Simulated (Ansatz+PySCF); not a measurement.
**triplet BN: levels of theory in one basis**

```yaml
atoms:
  - { symbol: B, position_ang: [0.0000, 0.0000, -0.6690] }
  - { symbol: N, position_ang: [0.0000, 0.0000, 0.6690] }
```

Basis set: cc-pVTZ (spherical functions). Correlated methods keep 2 orbitals frozen. Correlation on ROHF uses semicanonical orbitals with singles. Charge 0, multiplicity 3.

Computed with Ansatz (development build ahead of 0.2.0) and PySCF 2.14.0; each method stands on the lowest determinant of its kind that the runs found.

```tsv
method	E − E(ROHF) (eV)	<S²> of the determinant
ROHF	0.00	2.00
UHF	-0.13	2.06
UHF-MP2	-6.13	2.06
UHF-CCSD	-6.67	2.06
ROHF-CCSD(T)	-7.03	–
UHF-CCSD(T)	-7.03	2.06
```

Question: What does ROHF-MP2 give on the same scale?

Answer: -6.23 eV.

Caution: another spin multiplicity may lie lower.
